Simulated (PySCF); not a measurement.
C₄H₂O.
Bonds: C1–C2 (triple), C2–C3, C3–C4 (double), C4–O5 (double). Hydrogens: H6 on C1; H7 on C3.

Computed with PBE0-D3(BJ)/def2-SVP geometry optimisation, gas phase (PySCF 2.14.0).

Some entries are withheld.

```tsv
coordinate	value
C1≡C2	?
C2–C3	1.417 Å
C3=C4	?
C4=O5	?
C1–H6	1.074 Å
C3–H7	1.096 Å
C2–C1–H6	?
C1–C2–C3	179.3°
C2–C3–C4	?
C2–C3–H7	121.7°
C4–C3–H7	?
C3–C4–O5	179.0°
```

**Question.** Estimate the withheld lengths and angles.

**Answer.** 
- C1≡C2 = 1.214 Å, drawn triple (terminal alkyne carbon to alkyne carbon); 0.17 Å below the sum of covalent radii, 1.38 Å.
- C3=C4 = 1.329 Å, drawn double (outer carbon of cumulated double bonds to central carbon of a ketene); 0.09 Å below the sum of covalent radii, 1.42 Å.
- C4=O5 = 1.156 Å, drawn double (ends: central carbon of a ketene; oxygen bonded to C); 0.19 Å below the sum of covalent radii, 1.35 Å.
- C2–C1–H6 = 179.9°, at the terminal alkyne carbon; the outer atoms are 2.288 Å apart.
- C2–C3–C4 = 122.4°, at the outer carbon of cumulated double bonds; the outer atoms are 2.406 Å apart.
- C4–C3–H7 = 115.9°, at the outer carbon of cumulated double bonds; the outer atoms are 2.060 Å apart.

Radii are Cordero's, carbon taken as 0.76, 0.73 or 0.69 Å for four, three, and two or fewer neighbours.

No frequency check.
